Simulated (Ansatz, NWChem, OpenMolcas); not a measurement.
How methods differ on N2 (nitrogen)

N2 has 2 atoms, charge 0, and is taken as a singlet. As SMILES, `N#N`. Geometry: relaxed at PBE0-D4/def2-TZVP.

```xyz
2

N     0.4655   -0.1503    0.2398
N    -0.4655    0.1503   -0.2398
```

Quantity: the vertical ionisation energy, in eV. The values are calculated.

Measured value to compare with: NIST CCCBDB gives the vertical ionisation energy of the gas as 15.58 eV.

```csv
level,kind,program,value (eV),computed − measured,CPU time (all runs)
HF/def2-TZVPPD,Hartree–Fock,Ansatz,15.18,-0.40,3.8 s
SVWN5/def2-TZVPPD,LDA,OpenMolcas,15.63,+0.05,15 s
BLYP/def2-TZVPPD,GGA,NWChem,15.37,-0.21,14 s
M06-2X/def2-TZVPPD,hybrid meta-GGA,OpenMolcas,16.08,+0.50,25 s
HSE06/def2-TZVPPD,range-separated hybrid,Ansatz,15.74,+0.16,4.6 s
B2PLYP/def2-TZVPPD,double hybrid,Ansatz,15.64,+0.06,15 s
RPA@PBE0/def2-TZVPPD,RPA,Ansatz,15.63,+0.05,6.5 s
MP3/def2-TZVPPD,perturbation theory,NWChem,15.92,+0.34,32 s
CCSD/def2-TZVPPD,coupled cluster or CI,NWChem,15.64,+0.06,46 s
"FCI/STO-3G, open shells restricted",exact in the basis,OpenMolcas,13.34,-2.24,4.8 s
```

Nearest: SVWN5/def2-TZVPPD (+0.05 eV), RPA@PBE0/def2-TZVPPD (+0.05 eV); farthest: FCI/STO-3G, open shells restricted (-2.24 eV). Computed less measured by kind, in eV (def2-TZVPPD rows): Hartree–Fock -0.40; LDA +0.05; GGA -0.21; global hybrid +0.50; range-separated hybrid +0.16; double hybrid +0.06; RPA +0.05; perturbation theory +0.34; coupled cluster or CI +0.06. Spin contamination of the reference (⟨S²⟩ at least 0.1 too high) touches HF/def2-TZVPPD. High-level rows in very small sets aren't better than simpler rows in larger ones. CPU times are rough (shared hosts, several kinds of processor): they show what a rung costs within a factor of a few.
